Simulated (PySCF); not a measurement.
Molecule: SMILES [PH4+], [H4P]+.

Cartesian coordinates in Å; atom numbers follow the order of the lines, from 1:
```xyz
5

P     0.0021    0.0006   -0.0021
H    -0.7543   -0.8832   -0.7969
H     0.3428   -0.6321    1.2097
H    -0.7577    1.1557    0.2686
H     1.1773    0.3621   -0.6900
```

Total charge +1.

Geometry PBE0-D3(BJ)/def2-SVP throughout; GIAO in PySCF 2.14, gas phase, one conformer, non-relativistic; equivalent atoms averaged; basis pcSseg-2.

**Question.** How do the absolute shieldings σ depend on the functional? (ppm; last column core-seconds on 1 thread of an x86-64 server CPU, shared host; the GGAs took longer than the global hybrids here, which isn't the general rule, and the cause wasn't traced)

**Answer.** 
| functional | kind | P1 | H2/H3/H4/H5 | core-s |
| --- | --- | --- | --- | --- |
| HF | Hartree–Fock | 457.6 | 25.51 | 1.4 |
| LDA | LDA | 419.6 | 24.71 | 3.8 |
| PBE | GGA | 422.9 | 25.16 | 4.7 |
| BLYP | GGA | 403.9 | 25.37 | 4.5 |
| BP86 | GGA | 418.0 | 25.20 | 4.2 |
| OPBE | GGA | 447.5 | 25.16 | 4.5 |
| KT2 | GGA | 452.8 | 25.18 | 4.6 |
| KT3 | GGA | 449.4 | 25.37 | 4.7 |
| B97-D | GGA | 421.2 | 25.36 | 4.6 |
| B3LYP | global hybrid | 415.5 | 25.32 | 3.3 |
| PBE0 | global hybrid | 435.4 | 25.16 | 3.1 |
| mPW1PW91 | global hybrid | 431.4 | 25.20 | 3.2 |

**Question.** Which nucleus moves most, in ppm?

**Answer.** P1 (phosphorus bonded to 4 H): from 403.9 ppm with BLYP to 457.6 ppm with HF. The smallest spread is 0.80 ppm, at H2/H3/H4/H5.
